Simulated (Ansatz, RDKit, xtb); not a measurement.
**C4H12NP: which of the isomers drawn lies lowest?**

A sample of isomers of C4H12NP is drawn. Aim: find which of them has the lowest free energy at 298.15 K, then its properties. The sample is small against all isomers, and the most stable one of this formula need not be in it.

The funnel: GFN2-xTB relaxations, single points with a density functional, relaxations at PBE0-D3(BJ)/def2-SVP, harmonic vibrations (at GFN2-xTB), and a last energy at a higher level. All values are calculated.

### 1 Drawing up candidates

Isomers were taken from a list of plausible structures; this is a sample, not all of them. That gives 4 candidates.

```tsv
label	SMILES	spin
c146	C[P@H]CN(C)C	singlet
c461	CN=P(C)(C)C	singlet
c676	CCN(P)CC	singlet
c743	CC(C)[P@](C)N	singlet
```

Candidates are built by distance geometry, with a force field where one applies, in up to four conformers (letters a to d).

Q: Predict the outcome of this search (final energies at CCSD(T)/def2-SVP + MP2/def2-TZVPP - MP2/def2-SVP).

| quantity | value |
| --- | --- |
| lowest structure found | CC(C)[P@](C)N, singlet |
| next finalist | CN=P(C)(C)C, singlet, 12.1 kcal/mol higher in G |
| share at equilibrium, among the finalists | 100.0 % |

The lowest structure found is `CC(C)[P@](C)N`. Among the finalists first place is clear (12.1 kcal/mol); structures outside the list aren't covered. HF/STO-3G, r2SCAN-D4/def2-SVP, PBE0-D3(BJ)/def2-SVP, HF/def2-SVP and MP2/def2-SVP already put its bonding pattern lowest among the structures in one piece; GFN2-xTB favours the singlet CCN(P)CC. 6 minima inside the window were never screened. Lowest found is not proven lowest: the search is finite, and each finalist counts with one conformer. Only 4 drawn patterns were tried, so whole families of isomers are missing, and the result ranks this sample alone. The lowest isomer need not be the one that is made and kept in a bottle, which depends on barriers.
